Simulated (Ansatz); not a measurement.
Z-matrix (Å, degrees):
```
C
C 1 1.492
F 1 1.364 2 110.5
C 1 1.508 2 113.8 3 122.8
Cl 1 1.808 2 107.7 3 -116.4
C 2 1.322 1 123.9 3 -2.3
H 2 1.085 1 114.6 3 178.3
H 4 1.090 1 110.4 2 57.5
H 4 1.090 1 109.8 2 177.8
H 4 1.092 1 108.7 2 -62.2
H 6 1.083 2 121.5 1 1.1
H 6 1.083 2 120.8 1 -179.2
```

Charge 0, multiplicity 1.

(1) List the r2SCAN/def2-TZVPP orbital energies in eV (Ansatz). (An estimate is asked.)

Answers

(1) Computed: Occupied: -2753.27, -666.61, -277.20, -273.69, -273.45, -273.38, -254.64, -193.25, -193.01, -193.00, -32.38, -22.72, -20.63, -19.55, -16.73, -15.06, -13.22, -12.93, -12.49, -11.39, -10.57, -10.42, -9.93, -9.36, -8.92, -7.88, -7.62, -7.09. Lowest empty: -1.38, 0.30, 1.36, 2.03, 2.57, 2.86, 3.25, 3.49.
